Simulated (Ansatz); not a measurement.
# SiC+ (quartet): from Hartree-Fock to the top rungs, def2-TZVPP

The task here is to estimate one member of a computed series from the others.

Method: def2-TZVPP, core rule «outside noble gas», up to 6 orbitals frozen; program: Ansatz 0.2.0, Gaussian basis.

The runs, in order: UHF; ROHF; CCSD(T) on UHF.

### The geometry

The geometry is a PBE0/def2-TZVP stationary point (not a proven minimum) of the parent state, kept for this charge and spin.

2 atoms, charge 1, spin multiplicity 4.

Atoms are counted from 1 here; the program's logs count them from 0.

Bond lengths: Si1–C2 1.837 Å.

The first run:

The input, in.yaml:

```yaml
crystal:
  periodic: [false, false, false]
  atoms:
    - {symbol: Si, position_ang: [0.000000, 0.000000, 0.000000]}
    - {symbol: C, position_ang: [0.000000, 0.000000, 1.836500]}
basis:
  gaussian: {orbitals: def2-TZVPP}
total_charge: 1
magnetization: {spin_polarized: true, initial_magnetization: 3}
hamiltonian: {xc: hf}
output: {orbitals: {seedname: orbitals}}
```

Launch:

```bash
ansatz run in.yaml --threads 1 --pin off --events-out ev --progress --plain --max-ram 3968MiB --backend cpu
```

Among the steps run: UHF; ROHF; CCSD(T) on UHF.

One table of the session follows, with a row left open; its other results are not shown here.

```
  method  from UCCSD(T) (meV)
    ROHF              +4859.6
     UHF              +4823.3
    UMP2              +1116.0
   UCCSD                    ?
UCCSD(T)                    0
```

Q: Estimate the row for UCCSD from the others.

**Answer.** from UCCSD(T) (meV): +229.8. In the column «from UCCSD(T) (meV)» it lies between UCCSD(T) (0) and UMP2 (+1116.0).
